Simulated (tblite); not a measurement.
Compound: C₄H₂FO (doublet state).
SMILES with atom numbers: `[CH2:1][c:2]1[c:3]([F:4])[c:5]1=[O:6]` (hydrogens: H7, H8 on C1)

Cartesian coordinates in Å at the GFN2-xTB level; atoms count from 1:
```xyz
8
C4H2FO angstrom
C      1.456   -0.109   -0.214
C      0.131   -0.033   -0.028
C     -1.099   -0.571    0.342
F     -1.776   -1.706    0.270
C     -1.115    0.798    0.094
O     -1.607    1.884    0.037
H      2.019   -0.964    0.125
H      2.001    0.709   -0.651
```

Level: GFN2-xTB in tblite, geometry and Hessian alike; calculated harmonic values, unscaled, isolated species. Errors from tens to a few hundred cm⁻¹ against measured bands are possible. One conformer, not necessarily the lowest. Open shells enter through the occupations alone, without spin polarisation, and single modes of such species can be off by tens of per cent.

Harmonic wavenumbers (cm⁻¹): 195.2, 195.7, 263.0, 375.9, 451.5, 514.4, 566.8, 686.2, 786.6, 793.9, 966.4, 1045.6, 1321.0, 1402.0, 1675.5, 2042.8, 3084.7, 3127.2.

A = 4252, B = 3945, C = 2057 MHz; mass 85.009 u (most abundant isotopes); point group C1, symmetry number 1; spin multiplicity 2.

**Question.** Zero-point energy?

**Answer.** Half the sum of the wavenumbers: 9747 cm⁻¹ = 27.87 kcal/mol.

**Question.** What is S at 350 K and 1 bar for an ideal gas of classical rigid rotors and harmonic oscillators?

**Answer.** Translation 40.06, rotation 27.11, vibration 12.35, spin (R ln 2) 1.38: S = 80.9 cal/(mol K).

**Question.** And Cp and H(350 K) − H(0)?

**Answer.** Cp = 23.88 cal/(mol K), of which vibrations give 15.94 (their classical limit is 18 R = 35.8); H(350 K) − H(0) = 5.42 kcal/mol without the zero-point energy, 2.64 from vibrations.

**Question.** Which modes carry the vibrational entropy at 350 K?

**Answer.** 195.2 cm⁻¹: 2.48; 195.7 cm⁻¹: 2.47; 263.0 cm⁻¹: 1.93; 375.9 cm⁻¹: 1.31; 451.5 cm⁻¹: 1.02; 514.4 cm⁻¹: 0.83 cal/(mol K); the other 12 give 2.31 together.

**Question.** How do the functions run with temperature in this model?

**Answer.** 
```json
{"T (K)": "50", "S (cal/(mol K))": "53.2", "Cp (cal/(mol K))": "8.5", "H − H(0) (kcal/mol)": "0.40", "G − H(0) (kcal/mol)": "-2.26", "ln q(vib)": "0.01"}
{"T (K)": "100", "S (cal/(mol K))": "59.9", "Cp (cal/(mol K))": "11.3", "H − H(0) (kcal/mol)": "0.89", "G − H(0) (kcal/mol)": "-5.09", "ln q(vib)": "0.15"}
{"T (K)": "298.15", "S (cal/(mol K))": "77.2", "Cp (cal/(mol K))": "21.8", "H − H(0) (kcal/mol)": "4.23", "G − H(0) (kcal/mol)": "-18.80", "ln q(vib)": "1.87"}
{"T (K)": "373.15", "S (cal/(mol K))": "82.5", "Cp (cal/(mol K))": "24.7", "H − H(0) (kcal/mol)": "5.98", "G − H(0) (kcal/mol)": "-24.79", "ln q(vib)": "2.68"}
{"T (K)": "500", "S (cal/(mol K))": "90.2", "Cp (cal/(mol K))": "28.5", "H − H(0) (kcal/mol)": "9.37", "G − H(0) (kcal/mol)": "-35.75", "ln q(vib)": "4.06"}
{"T (K)": "750", "S (cal/(mol K))": "102.8", "Cp (cal/(mol K))": "33.4", "H − H(0) (kcal/mol)": "17.17", "G − H(0) (kcal/mol)": "-59.95", "ln q(vib)": "6.68"}
{"T (K)": "1000", "S (cal/(mol K))": "112.9", "Cp (cal/(mol K))": "36.4", "H − H(0) (kcal/mol)": "25.91", "G − H(0) (kcal/mol)": "-86.96", "ln q(vib)": "9.06"}
```

q(vib) and H(0) count from the zero-point level.

**Question.** What must be added to the electronic energy to get the Gibbs energy at 350 K and 1 bar?

**Answer.** ZPE + [H(350 K) − H(0)] − T·S = 27.87 + 5.42 − 28.31 = 4.98 kcal/mol.

Hindered rotation and anharmonicity are outside this model. Other conformers, if any are populated, would add a mixing term that is left out. The structure is chiral; the term R ln 2 for an equal mix with its mirror image is left out.
